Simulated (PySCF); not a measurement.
SiCl2F2, optimised at PBE0/def2-TZVP:

```xyz
5

F     -0.0073     0.6104    -1.4535
Si    -0.0148     0.0202     0.0020
F     -0.0219    -1.5459    -0.1182
Cl     1.6480     0.6045     0.9636
Cl    -1.6784     0.6204     0.9525
```

Energies from PySCF (xtb for GFN2), thermal terms from the rigid-rotor harmonic-oscillator model, ideal gas at 1 bar. 6-31G* has spherical d functions here. All species are closed-shell singlets. B3LYP is the form with VWN-RPA correlation.

### Question
List the harmonic frequencies (cm⁻¹, unscaled) at this level and at the other levels, each on its own geometry.

### Answer
- PBE0/def2-TZVP: 170, 203, 273, 309, 318, 519, 663, 919, 995
- B3LYP/6-31G*: 172, 200, 273, 303, 315, 506, 651, 922, 1012
- GFN2-xTB: 129, 146, 209, 227, 254, 479, 618, 850, 874
- HF/6-31G*: 186, 220, 294, 331, 341, 547, 696, 981, 1073
- PBE/def2-SVP: 160, 191, 259, 289, 298, 498, 651, 885, 964
